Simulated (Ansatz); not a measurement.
# BSiH₃+ (doublet): wave-function methods side by side, cc-pVTZ

Aim: climb from Hartree-Fock through coupled cluster and multireference methods for BSiH₃+ (doublet) at one geometry and basis, and see what each rung misses.

The runs use Ansatz 0.2.0, Gaussian basis; cc-pVTZ, correlated electrons: outside noble gas.

To be run: UHF; CCSD(T) on ROHF; CCSD(T) on UHF; BCCD(T) on ROHF; CCSDT(Q) on ROHF; CCSDT(Q) on UHF; CASSCF and NEVPT2, 9 electrons in 11 orbitals.

## 1. The geometry

The geometry is a PBE0/def2-TZVP stationary point (not a proven minimum) of the parent state, kept for this charge and spin.

5 atoms, charge 1, spin multiplicity 2.

Atoms are counted from 1 here; the program's logs count them from 0.

Bond lengths: Si1–B2 1.879 Å, Si1–H3 1.491 Å, Si1–H4 1.482 Å, B2–H5 1.185 Å. Angles: B2–Si1–H3 128.9°, B2–Si1–H4 121.6°, H3–Si1–H4 109.4°, Si1–B2–H5 143.8°.

In the tables R marks a restricted open-shell determinant and U an unrestricted one; 'valence' is the active space of 9 electrons in 11 orbitals; correlation energies count from the lowest restricted Hartree-Fock solution.

## 2. UHF

File in.yaml:

```yaml
crystal:
  periodic: [false, false, false]
  atoms:
    - {symbol: Si, position_ang: [0.000000, 0.028764, 0.511008]}
    - {symbol: B, position_ang: [0.000000, -0.129527, -1.361590]}
    - {symbol: H, position_ang: [0.000000, 1.263163, 1.346633]}
    - {symbol: H, position_ang: [0.000000, -1.163262, 1.392206]}
    - {symbol: H, position_ang: [0.000000, 0.487893, -2.373513]}
basis:
  gaussian: {orbitals: cc-pVTZ}
total_charge: 1
magnetization: {spin_polarized: true, initial_magnetization: 1}
hamiltonian: {xc: hf}
output: {orbitals: {seedname: orbitals}}
```

Launch:

```sh
$ ansatz run in.yaml --threads 1 --pin off --events-out ev --progress --plain --max-ram 2816MiB --backend cpu
```

Further steps of the session: CCSD(T) on ROHF; CCSD(T) on UHF; BCCD(T) on ROHF; CCSDT(Q) on ROHF; CCSDT(Q) on UHF; CASSCF and NEVPT2, 9 electrons in 11 orbitals.

**Question.** What will the summary of the whole plan be? Wanted: correlation energy, UCCSDT(Q); RMP2 from UCCSDT(Q); UMP2 from UCCSDT(Q); RCCSD from UCCSDT(Q); RCCSD(T) from UCCSDT(Q); UCCSD(T) from UCCSDT(Q); RCCSDT(Q) from UCCSDT(Q); NEVPT2 valence from UCCSDT(Q); T1 diagnostic.

The runs gave:

```
                                      quantity                               value
                 correlation energy, UCCSDT(Q)                          -5.8161 eV
                           RMP2 from UCCSDT(Q)                         +1188.7 meV
                           UMP2 from UCCSDT(Q)                         +1199.8 meV
                          RCCSD from UCCSDT(Q)                          +218.9 meV
                       RCCSD(T) from UCCSDT(Q)                           +43.5 meV
                       UCCSD(T) from UCCSDT(Q)                           +43.7 meV
                      RCCSDT(Q) from UCCSDT(Q)                            +0.8 meV
                 NEVPT2 valence from UCCSDT(Q)                          +948.4 meV
levels of the table within 1 kcal/mol (43 meV)  BCCD(T), RCCSDT, UCCSDT, RCCSDT(Q)
                                 T1 diagnostic                               0.020
                effectively unpaired electrons                                1.03
```

In words: RCCSD(T) misses by +43.5 meV, 0.7 % of the correlation energy. One determinant dominates. These misses are within one basis, not against nature; the frozen cores of restricted and unrestricted runs differ, which can shift their rows.
